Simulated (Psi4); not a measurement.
# NO+ (nitrosonium): levels of theory compared

Wanted: a comparison of 3 runs (BLYP/aug-cc-pVTZ, PBE/aug-cc-pVTZ, PBE0/aug-cc-pVTZ) of NO+ (nitrosonium). 

The results are computed with Psi4 1.11.

## (1) The system as given

NO+: 2 atoms, total charge +1, spin state singlet. SMILES: `N#[O+]`. The N1–O2 distance was set to 1.223 Å, away from the relaxed value.

Bond lengths: N1–O2 1.223 Å.

## (2) Energy and forces at BLYP/aug-cc-pVTZ (run 1)

no_ase.py

```python
import numpy as np
from ase.calculators.psi4 import Psi4
from ase import Atoms

atoms = Atoms(['N', 'O'], positions=[
    [0.000000, 0.000000, -0.159480],
    [0.000000, 0.000000, 1.063220],
])
calc = Psi4(atoms=atoms, method='blyp', basis='aug-cc-pVTZ', memory='1600MB', num_threads=1, charge=1, multiplicity=1, label='no')
calc.psi4.set_options({'puream': True, 'e_convergence': 1e-09, 'd_convergence': 1e-08, 'scf_type': 'pk', 'dft_radial_points': 99, 'dft_spherical_points': 590})
atoms.calc = calc

forces = atoms.get_forces()
print(f'energy: {atoms.get_potential_energy():.6f} eV')
print('forces / eV A^-1')
print(np.round(forces, 5))
```

Started as:

```console
$ python no_ase.py
```

no.dat:

```text
[...]
  Running in c1 symmetry.
[...]
  Nuclear repulsion =   24.236463398642350
[...]
  Multiplicity = 1
[...]
  Nalpha       = 7
  Nbeta        = 7
[...]
    Number of basis functions: 92
[...]
   @RKS iter   1:  -129.53600344061945   -2.94804e-02   1.54075e-03 DIIS/ADIIS
[...]
   @RKS iter   8:  -129.54398605217793   -3.73490e-10   7.22269e-09 DIIS
[...]
    Orbital Energies [Eh]
    ---------------------
    Doubly Occupied:
       1A    -19.402951     2A    -14.665955     3A     -1.538178
       4A     -1.038671     5A     -0.857830     6A     -0.857830
       7A     -0.838532
[...]
  @RKS Final Energy:  -129.54398605217793
   => Energetics <=
    Nuclear Repulsion Energy =             24.2364633986423499
    One-Electron Energy =                -218.4785533472947918
    Two-Electron Energy =                  79.5279928783489964
    DFT Exchange-Correlation Energy =     -14.8298889818744879
    Empirical Dispersion Energy =           0.0000000000000000
    VV10 Nonlocal Energy =                  0.0000000000000000
    Total Energy =                       -129.5439860521779281
[...]
 Multipole Moments:
 ------------------------------------------------------------------------------------
     Multipole            Electronic (a.u.)      Nuclear  (a.u.)        Total (a.u.)
 ------------------------------------------------------------------------------------
 L = 1.  Multiply by 2.5417464519 to convert [e a0] to [Debye]
 Dipole X            :          0.0000000            0.0000000            0.0000000
 Dipole Y            :         -0.0000000            0.0000000           -0.0000000
 Dipole Z            :         -0.2586602            0.0046361           -0.2540241
 Magnitude           :                                                    0.2540241
[...]
  -Total Gradient:
     Atom            X                  Y                   Z
    ------   -----------------  -----------------  -----------------
       1        0.000000000000     0.000000000000    -0.244749986218
       2        0.000000000000     0.000000000000     0.244748880467
[...]
```

The script printed:

```text
energy: -3525.071412 eV
forces / eV A^-1
[[ -0.       -0.       12.58555]
 [ -0.       -0.      -12.58549]]
```

It took 8.1 s on 1 thread of Intel Xeon 6975P-C (Granite Rapids), shared host; peak memory 0.68 GiB.

## (3) Energy and forces at PBE/aug-cc-pVTZ (run 2)

calc.inp

```
memory 1600 MB

molecule {
  1 1
  N      0.000000     0.000000    -0.159480
  O      0.000000     0.000000     1.063220
  symmetry c1
}

set reference rks
set puream true
set e_convergence 1e-09
set d_convergence 1e-08
set scf_type pk
set dft_radial_points 99
set dft_spherical_points 590

gradient("pbe/aug-cc-pVTZ")
print_variables()
```

Started as:

```console
$ psi4 -i calc.inp -o calc.out -n 1
```

calc.out:

```text
[...]
  Running in c1 symmetry.
[...]
  Nuclear repulsion =   24.236463398642350
[...]
  Multiplicity = 1
[...]
  Nalpha       = 7
  Nbeta        = 7
[...]
    Number of basis functions: 92
[...]
   @RKS iter   1:  -129.41080027902771   -3.00119e-02   1.40792e-03 ADIIS/DIIS
[...]
   @RKS iter   8:  -129.41853272619008   -4.12911e-10   7.08324e-09 DIIS
[...]
    Orbital Energies [Eh]
    ---------------------
    Doubly Occupied:
       1A    -19.378475     2A    -14.640699     3A     -1.545316
       4A     -1.044135     5A     -0.862082     6A     -0.862082
       7A     -0.839858
[...]
  @RKS Final Energy:  -129.41853272619008
   => Energetics <=
    Nuclear Repulsion Energy =             24.2364633986423499
    One-Electron Energy =                -218.4445491425813941
    Two-Electron Energy =                  79.4863592050525938
    DFT Exchange-Correlation Energy =     -14.6968061873036273
    Empirical Dispersion Energy =           0.0000000000000000
    VV10 Nonlocal Energy =                  0.0000000000000000
    Total Energy =                       -129.4185327261900795
[...]
 Multipole Moments:
 ------------------------------------------------------------------------------------
     Multipole            Electronic (a.u.)      Nuclear  (a.u.)        Total (a.u.)
 ------------------------------------------------------------------------------------
 L = 1.  Multiply by 2.5417464519 to convert [e a0] to [Debye]
 Dipole X            :          0.0000000            0.0000000            0.0000000
 Dipole Y            :         -0.0000000            0.0000000           -0.0000000
 Dipole Z            :         -0.2536731            0.0046361           -0.2490371
 Magnitude           :                                                    0.2490371
[...]
  -Total Gradient:
     Atom            X                  Y                   Z
    ------   -----------------  -----------------  -----------------
       1       -0.000000000000     0.000000000000    -0.253143523645
       2        0.000000000000    -0.000000000000     0.253142014942
[...]
```

Wall time 7.8 s (1 thread of Intel Xeon 6975P-C (Granite Rapids), shared host); peak memory 0.65 GiB.

## (4) Energy and gradient at PBE0/aug-cc-pVTZ (run 3)

job.py

```python
import psi4

psi4.set_memory('1600 MB')
psi4.set_num_threads(1)
psi4.core.set_output_file('no.out', False)

geom = psi4.geometry("""
1 1
N      0.000000     0.000000    -0.159480
O      0.000000     0.000000     1.063220
units angstrom
symmetry c1
""")

psi4.set_options({
    'puream': True,
    'e_convergence': 1e-09,
    'd_convergence': 1e-08,
    'scf_type': 'pk',
    'dft_radial_points': 99,
    'dft_spherical_points': 590,
})

e_tot, wfn = psi4.gradient('pbe0/aug-cc-pVTZ', return_wfn=True)
psi4.oeprop(wfn, 'WIBERG_LOWDIN_INDICES', 'MULLIKEN_CHARGES', 'QUADRUPOLE')
print('gradient / Eh bohr^-1')
print(e_tot.np.round(6))
print(f'energy = {wfn.energy():.10f} Eh')
```

Started as:

```console
$ python job.py
```

no.out:

```text
[...]
  Running in c1 symmetry.
[...]
  Nuclear repulsion =   24.236463398642350
[...]
  Multiplicity = 1
[...]
  Nalpha       = 7
  Nbeta        = 7
[...]
    Number of basis functions: 92
[...]
   @RKS iter   1:  -129.36617039808161   -1.33785e-01   2.42495e-03 DIIS/ADIIS
[...]
   @RKS iter   8:  -129.39044176407256   -1.92756e-10   8.86489e-09 DIIS
[...]
    Orbital Energies [Eh]
    ---------------------
    Doubly Occupied:
       1A    -19.843858     2A    -15.059613     3A     -1.668664
       4A     -1.136792     5A     -0.921153     6A     -0.921153
       7A     -0.915986
[...]
  @RKS Final Energy:  -129.39044176407256
   => Energetics <=
    Nuclear Repulsion Energy =             24.2364633986423499
    One-Electron Energy =                -218.3604245036231077
    Two-Electron Energy =                  75.8640392779456647
    DFT Exchange-Correlation Energy =     -11.1305199370374623
    Empirical Dispersion Energy =           0.0000000000000000
    VV10 Nonlocal Energy =                  0.0000000000000000
    Total Energy =                       -129.3904417640725626
[...]
  -Total Gradient:
     Atom            X                  Y                   Z
    ------   -----------------  -----------------  -----------------
       1       -0.000000000000    -0.000000000000    -0.308344215145
       2       -0.000000000000     0.000000000000     0.308343000595
[...]
 Multipole Moments:
 ------------------------------------------------------------------------------------
     Multipole            Electronic (a.u.)      Nuclear  (a.u.)        Total (a.u.)
 ------------------------------------------------------------------------------------
 L = 1.  Multiply by 2.5417464519 to convert [e a0] to [Debye]
 Dipole X            :          0.0000000            0.0000000            0.0000000
 Dipole Y            :         -0.0000000            0.0000000           -0.0000000
 Dipole Z            :         -0.3005509            0.0046361           -0.2959149
 Magnitude           :                                                    0.2959149
 L = 2.  Multiply by 1.3450342976 to convert [e a0^2] to [Debye ang]
 Quadrupole XX       :         -6.0432940            0.0000000           -6.0432940
 Quadrupole XY       :          0.0000000            0.0000000            0.0000000
[...]
  Mulliken Charges: (a.u.)
   Center  Symbol    Alpha    Beta     Spin     Total
       1     N     3.12066  3.12066  0.00000  0.75868
       2     O     3.87934  3.87934  0.00000  0.24132
   Total alpha =  7.00000, Total beta =  7.00000, Total charge =  1.00000
  Wiberg Bond Indices using Orthogonal Lowdin Orbitals:
[...]
```

On the terminal:

```text
gradient / Eh bohr^-1
[[-0.       -0.       -0.308344]
 [-0.        0.        0.308343]]
energy = -129.3904417641 Eh
```

Wall time 6.9 s (1 thread of Intel Xeon 6975P-C (Granite Rapids), shared host); peak memory 0.65 GiB.

## (5) The series

```csv
run,level,energy (Eh),HOMO energy (eV),LUMO energy (eV),HOMO–LUMO gap (eV),wall time
1,BLYP/aug-cc-pVTZ,-129.543986,-22.82,-16.03,6.79,8.1 s
2,PBE/aug-cc-pVTZ,-129.418533,-22.85,-16.07,6.79,7.8 s
3,PBE0/aug-cc-pVTZ,-129.390442,-24.93,-14.71,10.22,6.9 s
```

## (6) What came out

| quantity | value |
| --- | --- |
| run 3: total energy | -129.39044 Eh |
| run 3: HOMO energy | -24.93 eV |
| run 3: LUMO energy | -14.71 eV |
| run 3: HOMO–LUMO gap | 10.22 eV |
| run 3: largest force on an atom | 15.856 eV/Å |

What this shows: The HOMO–LUMO gap runs from 6.79 eV (BLYP/aug-cc-pVTZ) to 10.22 eV (PBE0/aug-cc-pVTZ). Totals of different functionals can't be ranked against each other. All runs together took 23 s, the longest 8.1 s.
